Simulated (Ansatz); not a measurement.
**SiGeH₂ (H-bridged), singlet: vertical spin and charge gaps**

Geometry (PBE0/def2-TZVP stationary point for this spin, not checked as a minimum):

```xyz
4

Si    0.0000    0.0746    1.5249
Ge    0.0000   -0.0064   -0.6402
H     0.0000   -0.3073    2.9682
H     0.0000   -1.3061    0.6773
```

Basis cc-pVDZ; Ansatz 0.2.0. Correlated methods freeze the noble-gas cores and the filled d shells of p-block atoms. Prefix R: restricted or restricted open-shell reference. Active spaces: valence = (10e, 10o) chosen from the atoms' valence shells. No spin–orbit coupling is included, and no scalar relativity.

Gaps are energies of the second state less the first, at fixed atoms, for a selection of the levels run; each method lands on the state that its own search finds for that charge and spin.

The largest doubles amplitude grows up the series, to 0.17: the determinant mixes near-degenerate terms, and the last step may understate the doubt.

Triplet less singlet: 2.227 eV at RCCSDTQ.

| level | gap (eV) | error (meV) |
| --- | --- | --- |
| RHF | 1.512 | -715 |
| RMP2 | 2.260 | 33 |
| RCCSD | 2.127 | -100 |
| RCCSD(T) | 2.236 | 9 |
| BCCD(T) | 2.237 | 10 |
| RCCSDT | 2.217 | -10 |
| RCCSDT(Q) | 2.230 | 3 |

Removing an electron, to the doublet: 7.869 eV at RCCSDTQ.

```tsv
level	gap (eV)	error (meV)
RHF	6.881	-988
RMP2	7.846	-23
CISD	7.584	-285
RCCSD	7.765	-104
RCCSD(T)	7.863	-6
BCCD(T)	7.863	-6
RCCSDT	7.856	-13
RCCSDT(Q)	7.870	1
CASSCF (valence space)	7.211	-658
NEVPT2 (valence space)	7.723	-146
MRCISD (valence space)	7.788	-81
MRCISD+Q (valence space)	7.869	0
PBE	7.949	80
r2SCAN	7.972	103
PBE0	7.911	42
B3LYP	7.919	50
wB97M-V	7.843	-26
B2PLYP	7.870	1
RPA-PBE	7.967	98
```

In so small a basis the reference is far from its limit while semilocal and hybrid functionals are nearer theirs (RPA and double hybrids share much of the reference's basis error), so the functionals' errors here hold much of the reference's basis and frozen-core error, which can add to them or hide them.

Full CI isn't at hand for all of this; RCCSDTQ serves as the reference, and is uncertain by about the last step of the cluster series.
